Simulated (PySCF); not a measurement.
C5H9N.
Cartesian coordinates in Å at the PBE0-D3(BJ)/def2-SVP level; atoms count from 1:
```xyz
15
C5H9N angstrom
C      2.9982   -0.0747   -0.1836
C      1.8606   -0.4916   -0.1595
C      0.4783   -0.9501   -0.1223
C     -0.5274    0.1892    0.0932
C     -1.9405   -0.3598    0.1956
N     -0.4390    1.1050   -1.0274
H      4.0120    0.2785   -0.2082
H      0.3653   -1.6984    0.6796
H      0.2353   -1.4527   -1.0743
H     -0.2691    0.6609    1.0669
H     -2.2117   -0.8885   -0.7311
H     -2.0424   -1.0521    1.0450
H     -2.6657    0.4559    0.3413
H      0.5164    1.4480   -1.1196
H     -1.0277    1.9192   -0.8651
```

The calculation used core-valence-separated Tamm–Dancoff BHandHLYP/aug-pcX-1 (pcseg-1 on H) in PySCF, non-relativistic, gas phase, PBE0-D3(BJ)/def2-SVP geometry. No empirical shift is added; at this level the pattern usually sits a few eV under experiment.

The lowest roots of each edge with f over 0.003 (five at most, numbered afresh; weaker and dark ones are left out), with transition dipoles (au) in the frame of the coordinates:

```
root  edge  E (eV)       f       μx       μy       μz
   1     C  283.61  0.0705  -0.0331   0.0951   0.0000
   2     C  283.71  0.0477   0.0254  -0.0738   0.0279
   3     C  283.76  0.1076  -0.0036   0.0196   0.1228
   4     C  283.79  0.0061   0.0029  -0.0070   0.0286
   5     C  285.26  0.0109  -0.0365  -0.0069   0.0133
   6     N  399.29  0.0147  -0.0034   0.0387   0.0009
   7     N  400.37  0.0307   0.0547  -0.0088  -0.0077
   8     N  400.96  0.0073  -0.0014  -0.0110  -0.0250
   9     N  401.69  0.0070   0.0117  -0.0115   0.0210
  10     N  401.79  0.0053  -0.0213  -0.0042   0.0083
```

Question: Molecules are fixed in this frame and the field points along z. What effective strengths 3 f cos²θ do the roots have (θ between field and μ)?

Answer: root 1 (C1): 0.000, root 2 (C2): 0.016, root 3 (C1 + C2): 0.315, root 4 (C1 + C2): 0.017, root 5 (C5): 0.004, root 6 (N6): 0.000, root 7 (N6): 0.002, root 8 (N6): 0.018, root 9 (N6): 0.013, root 10 (N6): 0.002. Root 3 is the strongest. Averaged over all orientations cos²θ is 1/3, which gives f back.

One conformer stands for the species.
